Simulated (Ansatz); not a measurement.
**How far each method lies from UCCSDT(Q) for AsF, triplet**

Geometry: a PBE0/def2-TZVP stationary point for this spin.

```xyz
2

F     0.0000    0.0000    0.0000
As    0.0000    0.0000    1.7412
```

Basis cc-pVDZ; Ansatz 0.2.0. Correlated methods freeze the noble-gas cores and the filled d shells of p-block atoms, which leaves 12 electrons in 26 orbitals. Prefix R: restricted or restricted open-shell reference; prefix U: unrestricted. Active spaces: valence = (12e, 8o) chosen from the atoms' valence shells. No spin–orbit coupling is included, and no scalar relativity.

Full CI isn't at hand for all of this; UCCSDT(Q) serves as the reference, and is uncertain by the last step of the cluster series or more. The frozen core follows each run's orbitals, which can shift R against U totals by a few meV for light atoms and by up to 0.1 eV past Ca.

```
UHF ⟨S²⟩                          : 2.019
T1 diagnostic (RCCSD)             : 0.0216
largest doubles amplitude (RCCSD) : 0.061
T1 diagnostic (UCCSD)             : 0.0201
```

| level | E − E(UHF) (eV) |
| --- | --- |
| UMP2 | -6.9700 |
| UCCSD | -7.3545 |
| UCCSD(T) | -7.4982 |

Problem. Estimate how far UCCSDT(Q) in cc-pVDZ lies from UCCSD(T). The table doesn't fix it; the size of (T) and the diagnostics are the guide.

Solution. UCCSDT(Q) in cc-pVDZ lies 33 meV below UCCSD(T), which is 23 % of the (T) step (-144 meV). The diagnostics are small and one determinant leads, so the series closes fast and only a small part of (T) is left.

The other levels:

```csv
level,E − E(UCCSDT(Q)) (meV),wall time
UCCSDT,18,–
```

Run but not shown, since their state, orbitals or frozen core can't be matched to the reference's or they repeat it: RHF, RMP2, RCCSD, RCCSD(T), BCCD(T), RCCSDT, RCCSDT(Q), CASSCF (valence space), NEVPT2 (valence space), MRCISD (valence space), MRCISD+Q (valence space), MRCISD+Q(relaxed) (valence space).

Natural occupations of CASSCF (valence space) about the gap: 1.995 1.995 1.970 1.004 1.004 0.032; effectively unpaired electrons, Σ n²(2−n)², 2.01.

Atomization energy (electronic, same basis, no zero-point term; atoms at the same level, unrestricted beside the R rows where the molecule is a closed shell, but restricted open-shell past Ca, as are all atoms' steps beyond CCSDT(Q)) at UCCSDT(Q): 318.1 kJ/mol. Errors of other levels:

```csv
level,error (kJ/mol)
UHF,-140.8
UMP2,18.4
UCCSD,-11.7
UCCSD(T),-2.0
UCCSDT,-1.3
```

This basis is far from its limit, so the value isn't to be set against a measured one.
